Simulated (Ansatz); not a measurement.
Ansatz (an electronic-structure program) input (B2PLYP/6-311G**): A basis named .json is the Basis Set Exchange file of that set (core-valence sets with the plain set on hydrogen).

Ansatz 0.2 input:
```yaml
crystal:
  periodic: [false, false, false]
  atoms:
    - {symbol: C, position_ang: [-0.00105023, -0.00044593, 0.21807837]}
    - {symbol: C, position_ang: [-0.00682676, -0.00289863, 1.41756777]}
    - {symbol: C, position_ang: [0.00595226, 0.00252732, -1.23597935]}
    - {symbol: H, position_ang: [-0.01194066, -0.00506999, 2.47946412]}
    - {symbol: H, position_ang: [0.01516829, 1.02317495, -1.62370089]}
    - {symbol: H, position_ang: [0.88736845, -0.51296496, -1.62264162]}
    - {symbol: H, position_ang: [-0.87904773, -0.50023658, -1.63112234]}
basis:
  gaussian:
    orbitals: 6-311G__.json
hamiltonian:
  xc: {name: B2PLYP}
magnetization: {spin_polarized: false}
correlation: {electrons: outside_noble_gas}
```

Output:

```
Functional definition: B2PLYP
integrals: 0.03 GiB planned
631 factors; integrals over basis functions are off by at most 1.3e-3 eV
mean field: 0.20 GiB planned
mean field evaluation 1: about -3164.8360 eV, gradient 3.5e1 eV
mean field evaluation 2: about -3164.8485 eV, gradient 3.5e1 eV
mean field evaluation 4: about -3167.8619 eV, gradient 2.0e0 eV
mean field evaluation 8: about -3167.8717 eV, gradient 1.3e-1 eV
mean field evaluation 16: about -3167.8717 eV, gradient 2.0e-6 eV
mean field -3167.87170992 eV, -116.4171380789 hartree, gradient 2.0e-6 eV, S^2 0.000000; 0 other end points of the search recorded, 0 dependent functions left out
3 core orbitals not correlated
reference -3167.87183520 eV, -116.4171426829 hartree; 8, 8 occupied and 67, 67 virtual orbitals, 631 factors
second order -14.14234002 eV of doubles, -0.00000000 eV of singles
Total energy: -3171.69026700 eV, -116.5574674635 hartree
```
